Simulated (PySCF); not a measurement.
# NaS+: bond curves at several levels of theory

One job finds the state of NaS+, follows it along the bond with each method and fits the curves.

Computed with PySCF 2.14.0. Level: Na pcseg-2, S pcseg-2, no relativity.

### Step 1. Input

A driver script around PySCF takes these settings:

```json
{
 "atoms": "Na, S",
 "charge": "1",
 "basis": "Na pcseg-2, S pcseg-2",
 "Hamiltonian": "no relativity",
 "basis functions": "53",
 "electrons treated": "26",
 "masses in u": "22.9898, 31.9721",
 "levels": "PBE0, PBE, r²SCAN, MN15, BP86, M06, HSE06, HF, MP2, SCS-MP2, CCSD, CCSD(T)",
 "grid": "80 radial by 434 angular points",
 "occupations": "held fixed by the projection of orbital angular momentum",
 "dissociation limit": "Na+ + S, each in its ground configuration",
 "starting distance in angstrom": "2.660",
 "values of 2S to try": "0, 2"
}
```

The run is started by

```console
> OMP_NUM_THREADS=1 python dia.py task.json out
```

After this run come: The PBE0 curve of the state that the search chose; Higher solutions at PBE0; PBE (GGA); r²SCAN; MN15 (hybrid meta-GGA); BP86 (GGA); M06; HSE06; UHF (mean field); MP2 and coupled cluster.

What does the calculation give? Wanted: for each run, Re; ωe; De; μ.

The runs gave:

Lowest PBE0 solution found, without spin–orbit coupling: ³Σ⁻ (triplet), unpaired electrons π ↑↑. State 2 has its PBE0 minimum 0.42 eV higher, as a spin-mixed determinant (⟨S²⟩ = 1.01), so this is no gap between pure states. State 3 has its PBE0 minimum 0.50 eV higher. State 4 has its PBE0 minimum 0.89 eV higher, as a spin-mixed determinant (⟨S²⟩ = 1.01), so this is no gap between pure states. The other levels ran on the lowest alone.

| level | Re (Å) | ωe (cm⁻¹) | De (eV) | μ (D) |
| --- | --- | --- | --- | --- |
| UHF | 2.897 | 176.4 | 0.457 | -6.72 |
| UHF-MP2 | 2.851 | 187.6 | 0.50 | n/a |
| UHF-SCS-MP2 | 2.856 | 186.2 | 0.494 | n/a |
| UHF-CCSD | 2.841 | 191.1 | 0.51 | n/a |
| UHF-CCSD(T) | 2.838 | 192.2 | 0.51 | n/a |
| PBE | 2.865 | 180.1 | 0.55 | -6.24 |
| BP86 | 2.892 | 170.9 | 0.473 | -6.41 |
| r²SCAN | 2.866 | 180.2 | 0.50 | -6.45 |
| PBE0 | 2.851 | 183.4 | 0.52 | -6.34 |
| M06 | 2.904 | 164.8 | 0.480 | -6.55 |
| HSE06 | 2.852 | 183.3 | 0.53 | -6.34 |
| MN15 | 2.904 | 165.9 | 0.456 | -6.69 |

De is counted to Na+ + S in their ground configurations. A positive dipole points from Na to S; in an ion it is taken about the centre of mass and does not tell which atom is negative.

Differences from CCSD(T) in the same basis:

```csv
level,Re (mÅ),ωe (%)
UHF,+58,-8.2
UHF-MP2,+13,-2.4
UHF-SCS-MP2,+18,-3.1
UHF-CCSD,+3,-0.6
PBE,+27,-6.3
BP86,+54,-11.1
r²SCAN,+27,-6.2
PBE0,+12,-4.6
M06,+65,-14.2
HSE06,+14,-4.6
MN15,+66,-13.7
```

Judged by CCSD(T) in the same basis: best bond length UHF-CCSD (+3 mÅ), worst MN15 (+66 mÅ); best wavenumber UHF-CCSD (-0.6 %), worst M06 (-14.2 %). Of the levels with a De here, MN15 gives the least (0.456 eV) and PBE the most (0.55 eV).

Correlated steps freeze 6 core orbitals.
